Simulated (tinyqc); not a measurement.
Worked calculation: Pariser-Parr-Pople SCF with singles CI, for the molecule C=CC=CC=C (SMILES; centres numbered as the heavy atoms are written). One step of it, computed by the program tinyqc.

Question. Singles CI, singlets. Over the 6 single excitations with the smallest orbital gaps: A = (e_a - e_i) delta + 2 (ia|jb) - (ij|ab), with (pq|rs) = sum c_mp c_mq gamma_mn c_nr c_ns. f = 2/3 w |mu|^2 in atomic units, mu = sqrt2 sum c_ia sum_m c_mi c_ma R_m.

orbital energies (eV): [-13.890881, -12.297699, -9.892100, -3.437900, -1.032301, 0.560881]

coefficients, order 1C, 2C, 3C, 4C, 5C, 6C:
$$\begin{pmatrix}
0.249410 & 0.445980 & 0.488770 & 0.488770 & -0.445980 & 0.249410 \\
0.412621 & 0.513167 & 0.257689 & -0.257689 & 0.513167 & -0.412621 \\
0.517242 & 0.194322 & -0.441248 & -0.441248 & -0.194322 & 0.517242 \\
0.517242 & -0.194322 & -0.441248 & 0.441248 & -0.194322 & -0.517242 \\
0.412621 & -0.513167 & 0.257689 & 0.257689 & 0.513167 & 0.412621 \\
0.249410 & -0.445980 & 0.488770 & -0.488770 & -0.445980 & -0.249410
\end{pmatrix}$$

repulsion gamma_rs (eV), order 1C, 2C, 3C, 4C, 5C, 6C:
$$\begin{pmatrix}
11.530000 & 5.436438 & 3.919330 & 2.907338 & 2.360935 & 1.958739 \\
5.436438 & 11.530000 & 5.434579 & 3.919330 & 2.906735 & 2.360935 \\
3.919330 & 5.434579 & 11.530000 & 5.436438 & 3.919330 & 2.907338 \\
2.907338 & 3.919330 & 5.436438 & 11.530000 & 5.434579 & 3.919330 \\
2.360935 & 2.906735 & 3.919330 & 5.434579 & 11.530000 & 5.436438 \\
1.958739 & 2.360935 & 2.907338 & 3.919330 & 5.436438 & 11.530000
\end{pmatrix}$$

Centres (angstrom, eV; a flat drawing with bonds scaled to 1.40 angstrom):
```
centre          x          y  core charge z          W   gamma_rr
1C      -3.045000  -0.196000              1  12.430000  11.530000
2C      -1.799000   0.442000              1  12.430000  11.530000
3C      -0.623000  -0.319000              1  12.430000  11.530000
4C       0.623000   0.319000              1  12.430000  11.530000
5C       1.799000  -0.442000              1  12.430000  11.530000
6C       3.045000   0.196000              1  12.430000  11.530000
```

Give: singlet CI matrix; singlet excitation energies; oscillator strengths.

Answer.

singlet CI matrix (eV), order 3>4, 2>4, 3>5, 1>4, 3>6, 2>5:
$$\begin{pmatrix}
4.3429 & 0.0000 & 0.0000 & 0.0177 & 0.0177 & -0.0214 \\
0.0000 & 6.0806 & -0.5911 & 0.0000 & 0.0000 & 0.0000 \\
0.0000 & -0.5911 & 6.0806 & 0.0000 & 0.0000 & 0.0000 \\
0.0177 & 0.0000 & 0.0000 & 7.2474 & 0.7471 & 0.0229 \\
0.0177 & 0.0000 & 0.0000 & 0.7471 & 7.2474 & 0.0229 \\
-0.0214 & 0.0000 & 0.0000 & 0.0229 & 0.0229 & 8.5296
\end{pmatrix}$$

singlet excitation energies (eV): [4.3426, 5.4895, 6.5003, 6.6717, 7.9928, 8.5316]

oscillator strengths: [1.6686, 0.0000, 0.0000, 0.0000, 0.0261, 0.3126]
